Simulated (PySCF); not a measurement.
# BH₃: singlet, from a trigonal planar start

Where does singlet BH₃ go from a trigonal planar start, is the end point a minimum, and what are its modes, charges and moments?

Program: PySCF 2.14.0. Level of theory: PBE0, basis B def2-TZVP, H def2-TZVP, no relativity, density fitting. These are calculated values, not measurements.

## 1. Where the work starts

4 atoms, charge 0, spin multiplicity 1.

Bond lengths: B1–H2 1.170 Å, B1–H3 1.170 Å, B1–H4 1.170 Å. Angles: H2–B1–H3 120.0°, H2–B1–H4 120.0°, H3–B1–H4 120.0°.

Z-matrix (Å, degrees; charge 0 multiplicity 1):
```
B
H  1 1.1700
H  1 1.1700 2 120.00
H  1 1.1700 2 120.00 3 180.00
```

## 2. First SCF at the start

One driver script runs all steps and calls PySCF; scf.py shows how it sets up the SCF of each step. The optimiser is the driver's own. After this first run the driver tries any further starts and a stability analysis.

File scf.py:

```python
from pyscf import gto, scf, dft
mol = gto.M(atom='''
B      0.000000     0.000000     0.000000
H      1.170000     0.000000     0.000000
H     -0.585000     1.013200     0.000000
H     -0.585000    -1.013200     0.000000''',
    basis={'B': 'def2-TZVP', 'H': 'def2-TZVP'},
    charge=0, spin=0)
mf = dft.RKS(mol, xc='PBE0')
mf.grids.atom_grid = (50, 194)
aux = {'B': 'def2-universal-JKFIT', 'H': 'def2-universal-JKFIT'}
mf = mf.density_fit(auxbasis=aux)
mf.conv_tol = 1e-08
mf.diis_space = 10
mf.max_cycle = 60
mf.init_guess = 'minao'
mf.verbose = 4
mf.kernel()
```

Run with:

```console
$ OMP_NUM_THREADS=2 python axn.py task.json out
```

The program printed:

```text
init E= -26.3444070585905
  HOMO = -0.392204022266885  LUMO = -0.131807934909132  gap/eV = 7.08574
cycle= 1 E= -26.5619850944311  delta_E= -0.218  |g|= 0.0898  |ddm|= 1.13
  HOMO = -0.351173387927896  LUMO = -0.0585410794096468  gap/eV = 7.96293
cycle= 2 E= -26.5646675704789  delta_E= -0.00268  |g|= 0.0329  |ddm|= 0.128
  HOMO = -0.368686495318883  LUMO = -0.0730387002262152  gap/eV = 8.04499
cycle= 3 E= -26.5650284124001  delta_E= -0.000361  |g|= 0.01  |ddm|= 0.0378
  HOMO = -0.367257717684604  LUMO = -0.0708018389521126  gap/eV = 8.06698
cycle= 4 E= -26.5650608715797  delta_E= -3.25e-05  |g|= 0.000387  |ddm|= 0.00846
  HOMO = -0.367059077287164  LUMO = -0.0706638298025375  gap/eV = 8.06533
cycle= 5 E= -26.5650609276705  delta_E= -5.61e-08  |g|= 1.33e-05  |ddm|= 0.000653
  HOMO = -0.367062920899379  LUMO = -0.0706666216290923  gap/eV = 8.06535
cycle= 6 E= -26.5650609277675  delta_E= -9.69e-11  |g|= 1.58e-06  |ddm|= 3.54e-05
  HOMO = -0.367062642044942  LUMO = -0.0706661592369411  gap/eV = 8.06536
Extra cycle  E= -26.5650609277681  delta_E= -5.97e-13  |g|= 7.86e-07  |ddm|= 2.34e-06
converged SCF energy = -26.5650609277681
```

This step, with its further starts and checks, took 0.6 s on 2 threads of Arm Neoverse V2, shared host.

The test of internal stability found no lower closed-shell solution.

## 3. Relaxation: trigonal planar start, singlet

The program finds D3h symmetry in the start, which this walk keeps.

scf.py: that of step 2 with these lines changed.

```diff
@@ -3,4 +3,4 @@
-B      0.000000     0.000000     0.000000
-H      1.170000     0.000000     0.000000
-H     -0.585000     1.013200     0.000000
-H     -0.585000    -1.013200     0.000000''',
+B     -0.000000     0.000000     0.000000
+H      1.169971     0.000000     0.000000
+H     -0.584986     1.013225     0.000000
+H     -0.584986    -1.013225     0.000000''',
@@ -16 +15,0 @@
-mf.init_guess = 'minao'
```

Steps of the walk:

| step | energy (Eh) | change (kJ/mol) | largest symmetric gradient (Eh/bohr) |
| --- | --- | --- | --- |
| 0 | -26.565061 | 0.00 | 0.01169 |
| 1 | -26.565787 | -1.91 | 0.00250 |
| 2 | -26.565824 | -2.00 | 0.00014 |
| 3 | -26.565824 | -2.00 | 0.00000 |

The walk took 1.2 s.

After 3 steps and 2.0 kJ/mol it ends at D3h: B–H 1.193 Å (×3); H–B–H 120.0° (×3).

## 4. Vibrations and properties at this point

The point is checked on the finer grid, and tightened if its gradient asks for it. The Hessian and the dipole derivatives come from central differences of analytic gradients, with steps of 0.02 bohr.

scf.py: that of step 3 with these lines changed.

```diff
@@ -3,4 +3,4 @@
-B     -0.000000     0.000000     0.000000
-H      1.169971     0.000000     0.000000
-H     -0.584986     1.013225     0.000000
-H     -0.584986    -1.013225     0.000000''',
+B      0.000000    -0.000000     0.000000
+H      1.193422     0.000000     0.000000
+H     -0.596711     1.033534     0.000000
+H     -0.596711    -1.033534     0.000000''',
@@ -10 +10 @@
-mf.grids.atom_grid = (50, 194)
+mf.grids.atom_grid = (75, 302)
@@ -13 +13 @@
-mf.conv_tol = 1e-08
+mf.conv_tol = 1e-10
```

This SCF starts from the last density.

SCF at the final geometry:

```text
init E= -26.5658261941225
  HOMO = -0.364555559866149  LUMO = -0.071686657421191  gap/eV = 7.96937
cycle= 1 E= -26.5658261941225  delta_E= 1.42e-14  |g|= 1.14e-08  |ddm|= 4.47e-08
  HOMO = -0.36455556418995  LUMO = -0.0716866625284833  gap/eV = 7.96937
Extra cycle  E= -26.5658261941225  delta_E=    0  |g|= 7.24e-09  |ddm|= 1.51e-08
converged SCF energy = -26.5658261941225
```

The whole step took 4.7 s.

Geometry: D3h; B–H 1.193 Å (×3); H–B–H 120.0° (×3).

Modes, for the most abundant isotopes:

| symmetry | ω (cm⁻¹) | IR (km/mol) | μ (u) | type |
| --- | --- | --- | --- | --- |
| a2'' | 1145 | 81.2 | 1.25 | bend |
| e' | 1189 | 25.1 | 1.11 | bend |
| a1' | 2557 | 0.0 | 1.01 | stretch |
| e' | 2695 | 239 | 1.13 | stretch |

Every mode is real; the point is a minimum.

Properties at this point:

| Property | Result |
| --- | --- |
| Dipole moment | 0.00 D |
| Highest occupied level | -9.92 eV |
| Lowest empty level | -1.95 eV |
| Rotational constants | 7.829, 7.829, 3.915 cm⁻¹ |
| Zero-point energy | 68.6 kJ/mol |
| Principal polarisabilities | 12.2, 18.2, 18.2 bohr³ |
| Atomisation energy without zero-point energy | 1167 kJ/mol |
| Principal traceless quadrupole moments about the centre of mass | -1.06, -1.06, 2.12 D Å |
| Entropy at 298.15 K and 1 bar | 188.4 J/(mol K) |
| Heat capacity Cp at 298.15 K | 36.1 J/(mol K) |
| Enthalpy at 298.15 K above 0 K | 10.06 kJ/mol |
| Rotational symmetry number | 6 |

Populations by atom (charges in e):

```
  atom  Mulliken  Löwdin  polar tensor  Mayer order to B1
    B1     -0.08   -0.11          0.49                  –
H2,3,4      0.03    0.04         -0.16               0.99
```

Mulliken populations on B1: s 3.18, p 1.86, d 0.04, f 0.00.

## 5. Summary of results

| quantity | value |
| --- | --- |
| minimum | singlet, D3h |
| geometry | B–H 1.193 Å (×3); H–B–H 120.0° (×3) |
| wavenumbers (cm⁻¹) | 1145 (a2''), 1189 (e'), 2557 (a1'), 2695 (e') |
| dipole moment | 0.00 D |
| highest occupied, lowest empty level | -9.92, -1.95 eV |
| polar-tensor charge of B1 | +0.49 e |
| zero-point energy | 68.6 kJ/mol |
| entropy at 298.15 K | 188.4 J/(mol K) |
| atomisation energy (no zero-point energy) | 1167 kJ/mol |

**Reading.** The trigonal planar start keeps its D3h symmetry and ends in a minimum. In the infrared the band at 2695 cm⁻¹ (e', stretch) leads. B1 has a polar-tensor charge of +0.5 e (a dipole derivative, not a static charge), yet symmetry cancels the bond dipoles. Only this shape and spin were tried, so other structures or states may lie lower.

The search up to here took 6.6 s.
